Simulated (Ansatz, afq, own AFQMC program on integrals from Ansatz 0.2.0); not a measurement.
**GeNH₄, doublet: a scan with AFQMC**

```yaml
atoms:
  - { symbol: Ge, position_ang: [0.0000, 0.0132, 0.2966] }
  - { symbol: N, position_ang: [0.0000, -0.1277, -1.5671] }
  - { symbol: H, position_ang: [0.0000, 1.4630, 0.8219] }
  - { symbol: H, position_ang: [1.2578, -0.7228, 0.7840] }
  - { symbol: H, position_ang: [-1.2578, -0.7228, 0.7840] }
  - { symbol: H, position_ang: [0.0000, 0.8080, -1.9853] }
```

The Ge1–N2 distance is changed with both sides rigid. Energies in kJ/mol count from this geometry (1.869 Å) at the same level; the start stands on UHF, each point on the determinant named.

Basis 6-31G. Noble-gas cores (and the filled d shells of Ga–Kr and In–Xe) are frozen. Ansatz 0.2.0 and our own AFQMC program on the same integrals; the CISD trial comes from CCSD amplitudes, and released means the phaseless constraint is let go. ± is one standard error of the sampling. No spin–orbit coupling.

Cautions, each for one point or more: higher spins were not checked; inner d shell frozen; no relativity below Rb; no spin-orbit coupling; raised T1 diagnostic; unrestricted determinant spin contaminated; walk and cluster series may follow different spin states.

```csv
r(Ge1–N2) / Å,det.,T1,weight,⟨S²⟩,CCSD(T),ph-AFQMC/CISD,released AFQMC,wB97M-V,CCSD
1.466,UHF,0.022,0.90,0.77,386.1,385.6 ± 1.2,387.5 ± 1.5,345.8,386.5
2.323,UHF,0.046,0.84,1.01,60.2,56.0 ± 1.9,57.2 ± 1.7*,87.4,62.0
4.087,UHF¶,0.009,0.92,1.76,227.6,227.4 ± 1.1,227.0 ± 1.3*,279.7§,223.6
6.401,UHF¶,0.008,0.92,1.77,230.5,231.3 ± 1.1,231.7 ± 1.1*,285.0§,226.3
```

Weight is that of the determinant in the CISD state; at the start T1 is 0.014 and the weight 0.91, and ⟨S²⟩ is 0.76. ¶ marks points with a poor determinant and no full CI, where no value is sure; they don't count among the departures. An asterisk marks released energies that aren't shown to be converged. § marks a functional whose ⟨S²⟩ is too high by over 0.1. Largest departures from phaseless AFQMC with a CISD trial: CCSD(T) 4.2 kJ/mol at 2.323 (on UHF), wB97M-V -39.7 kJ/mol at 1.466, CCSD 6.0 kJ/mol at 2.323 (on UHF). The walk's constraint bias lies outside its error bars, so these are departures and not errors. Functionals count only at points shown to share the start's state and spin. In this small basis the wave-function levels are far from their limit, so their gap to the functionals isn't the functionals' error.

Some points may be missing: those where a free walk finds a much lower state, and past Zn most of those on another determinant than at the start.

A walk keeps the symmetry of its determinant, which the program's search chose and which needn't be the lowest solution, so a lower state of the same spin and another symmetry isn't excluded.
